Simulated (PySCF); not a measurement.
Frontier levels across methods

Compound: C5H7F.
Geometry (PBE0-D3(BJ)/def2-SVP, Å), atoms numbered from 1 in this order:
```xyz
13
C5H7F angstrom
C      2.236   -0.082   -0.219
C      1.192    0.390    0.458
C     -0.094   -0.363    0.648
F     -0.022   -1.594    0.045
C     -1.270    0.410    0.124
C     -2.088   -0.029   -0.828
H      3.147    0.510   -0.331
H      2.204   -1.072   -0.680
H      1.223    1.383    0.920
H     -0.242   -0.537    1.733
H     -1.420    1.394    0.583
H     -2.927    0.577   -1.177
H     -1.938   -1.011   -1.285
```

Basis pcSseg-1 throughout (PySCF), one geometry. Geometry: PBE0-D3(BJ)/def2-SVP, one conformer, isolated molecule.

Problem. How do the orbital energies, the gap and the dipole change with the method?

Solution. 
```csv
method,kind,HOMO (eV),LUMO (eV),gap (eV),μ (D),SCF cycles
BLYP,GGA,-6.32,-1.04,5.28,1.49,14
B97-D,GGA,-6.42,-1.08,5.34,1.50,14
OPBE,GGA,-6.46,-1.07,5.40,1.46,14
KT3,GGA,-6.47,-1.12,5.36,1.45,14
KT2,GGA,-6.48,-1.17,5.32,1.46,14
PBE,GGA,-6.50,-1.19,5.31,1.48,14
BP86,GGA,-6.59,-1.28,5.31,1.49,14
LDA,LDA,-6.69,-1.42,5.27,1.55,14
B3LYP,global hybrid,-7.40,-0.39,7.00,1.58,14
HF,Hartree–Fock,-10.02,3.72,13.74,1.75,10
```

The HOMO spans 3.70 eV, from BLYP down to HF, and the gap runs from 5.27 eV (LDA) to 13.74 eV (HF). Over the methods BLYP (0 %), B97-D (0 %), OPBE (0 %), KT3 (0 %), KT2 (0 %), PBE (0 %), BP86 (0 %), LDA (0 %), B3LYP (20 %), HF (100 %), a straight line through the gap against the share of exact exchange rises by 0.84 eV for each 10 % (correlation coefficient 1.000). The dipole ranges from 1.45 D (KT3) to 1.75 D (HF). This basis has no diffuse functions.
